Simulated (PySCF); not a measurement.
Structure problem from calculated spectra and properties.

Elements present: C, H and N. Monoisotopic mass: 87.0917 u (electron mass counted); charge +1.

| Property | Result |
| --- | --- |
| Rotational structure | rotational constants A, B, C: 5.472, 3.286, 3.042 GHz [GFN2-xTB] |
| 13C NMR | chemical shifts (computed TMS as zero) by class: 55.4 (2 C), 44.9 (1 C), 38.4 (1 C) ppm [GIAO PBE0/pcSseg-1] |
| UV, strongest line | among the 6 lowest singlet transitions: S5 at 9.11 eV (136 nm, f = 0.032) [TDDFT PBE0/def2-SVPD] |
| UV, first state | lowest singlet excitation: 7.49 eV (166 nm, f = 0.011) [TDDFT PBE0/def2-SVPD] |
| Triplet | lowest triplet excitation (Tamm–Dancoff): 7.20 eV [TDA PBE0/def2-SVPD] |
| 1H NMR | chemical shifts (computed TMS as zero) by class: 17.60 (1 H), 4.80 (2 H), 3.71 (1 H), 3.61 (2 H), 3.59 (2 H), 2.68 (2 H), 2.63 (1 H) ppm [GIAO PBE0/pcSseg-1] |

Gas-phase values; electronic properties from PySCF, density fitting. Levels stand in brackets. NMR shifts are as computed; neighbouring signals can stand in another order in a measured spectrum. Isolated species at its GFN2-xTB geometry (one conformer only). NMR values are class means; diastereotopic atoms form classes of their own.

Task: Which formula fits the mass and the elements?

Result: C4H11N2 (calculated 87.0917). No other formula that holds each of these elements comes within 0.0003 u with a fitting electron parity and a possible valence count.

Task: What is the compound? Reason from the data.

Result: Numbering: `[NH2:1][CH2:2][CH:3]1[CH2:4][NH2+:5][CH2:6]1`. 4 carbons fall into 3 classes; from least to most shielded: ring sp3 carbon bound to nitrogen [C4/C6] (55.4 ppm, 2 C), chain sp3 carbon bound to nitrogen [C2] (44.9 ppm), four-membered-ring carbon [C3] (38.4 ppm). Hydrogen classes from least to most shielded: 1 H on an ammonium nitrogen, N5 (17.60 ppm), 2 H on 2 like atoms (sp3 carbon bound to nitrogen), C4/C6 (4.80 ppm), 1 H on an ammonium nitrogen, N5 (3.71 ppm), 2 H on 2 like atoms (sp3 carbon bound to nitrogen), C4/C6 (3.61 ppm), 2 H on an sp3 carbon bound to nitrogen, C2 (3.59 ppm), 2 H on a primary amine nitrogen, N1 (2.68 ppm), 1 H on a four-membered-ring carbon, C3 (2.63 ppm). S1 is mainly HOMO→LUMO (weight 0.94); the largest Löwdin shares of the orbital it empties are 0.42 on the primary amine nitrogen, 0.11 on the ammonium nitrogen, 0.10 on an sp3 carbon bound to nitrogen and 0.08 on the four-membered-ring carbon, of the orbital it fills 0.15 on an N–H hydrogen, 0.10 on each of 2 atoms of one kind (sp3 carbon bound to nitrogen) and 0.09 on the ammonium nitrogen. The optimised geometry has point group Cs and is an asymmetric top. Structure: `C1(CN)C[NH2+]C1`. The assignments are read from this structure; whether some other isomer fits the data as well wasn't checked.

Shape of the structure used: `[NH2:1][CH2:2][CH:3]1[CH2:4][NH2+:5][CH2:6]1`: N1–C2–C3–C4 -46°, H–N1–C2–C3 120°, H–N1–C2–C3 -120°.
